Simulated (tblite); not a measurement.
Species: CH₅OSi (doublet state).
Bonds: O1–C2, C2–Si3. Hydrogens: H4 on O1; H5, H6 on C2; H7, H8 on Si3.

Structure optimised with GFN2-xTB, isolated species. This method treats the open shell by occupation alone, without spin polarisation.

Q: List the bond lengths, angles and torsions at this level.

A: 
| bond | length (Å) |
| --- | --- |
| O1–C2 | 1.428 |
| C2–Si3 | 1.908 |
| O1–H4 | 0.962 |
| C2–H5, C2–H6 | 1.094 |
| Si3–H7, Si3–H8 | 1.458 |

Bonds in one row agree within 0.01 Å and their mean is given. A selection of angles:
| angle | degrees |
| --- | --- |
| C2–O1–H4 | 108.5 |
| O1–C2–Si3 | 110.3 |
| O1–C2–H5 | 104.9 |
| O1–C2–H6 | 109.8 |
| Si3–C2–H5 | 111.1 |
| Si3–C2–H6 | 113.1 |
| H5–C2–H6 | 107.2 |
| C2–Si3–H7 | 112.8 |
| C2–Si3–H8 | 109.9 |
| H7–Si3–H8 | 112.5 |

Dihedral angles: H4–O1–C2–Si3 64° (synclinal). The mirror-image conformer, all signs reversed, is as good.

Si3 (silicon bonded to C and 2 H) is pyramidal (angles 112.8°, 112.5° and 109.9°, sum 335.2°, 0.46 Å off the plane of its three neighbours).

Its GFN2-xTB frequencies are all real (lowest 118 cm⁻¹). Torsions: H–O1–C2–Si3 64°, O1–C2–Si3–H 67° and -59°. 2 starts were optimised and ended at 0.00 and 0.40 kcal/mol (GFN2-xTB); the lowest of these is shown.

Time: under 0.1 s wall. Hardware: an AMD EPYC 9R45 with one thread, on a shared host. These figures are those of the optimisation.

These are computed values.
